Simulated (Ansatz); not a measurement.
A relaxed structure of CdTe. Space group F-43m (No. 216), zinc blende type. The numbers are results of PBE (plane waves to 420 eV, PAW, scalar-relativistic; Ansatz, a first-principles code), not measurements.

```cif
data_CdTe
_chemical_formula_sum 'Cd1 Te1'
_space_group_name_H-M_alt 'P 1'
_space_group_IT_number 1
_cell_length_a 4.67991
_cell_length_b 4.67991
_cell_length_c 4.67991
_cell_angle_alpha 60.000
_cell_angle_beta 60.000
_cell_angle_gamma 60.000
loop_
_space_group_symop_operation_xyz
  'x, y, z'
loop_
_atom_site_label
_atom_site_type_symbol
_atom_site_fract_x
_atom_site_fract_y
_atom_site_fract_z
_atom_site_occupancy
Cd1 Cd 0.75000 0.75000 0.75000 1
Te1 Te 0.00000 0.00000 0.00000 1
```

Estimate the band gap that PBE returns for this input.

0.59 eV, direct at Γ (no spin-orbit coupling).

No spin polarisation in the result. Spin-orbit coupling is missing; with elements this heavy it can move band edges by tenths of an eV or more.

Measured for CdTe: a 6.48 Å (room temperature; as listed in M J Lucero, T M Henderson, G E Scuseria, Journal of Physics Condensed Matter (2012)); gap 1.6 eV (0 K or low temperature; as listed in arXiv:1206.3780). Computed minus measured — a: PBE +2.1 %; gap: PBE -1.01 eV. The computed values are for a static lattice, and a measured gap can be an optical one, lowered by exciton binding.

It was reached from a disturbed copy of a Pm-3m (No. 221) cell (CsCl type), against which it lies -0.54 eV/atom.
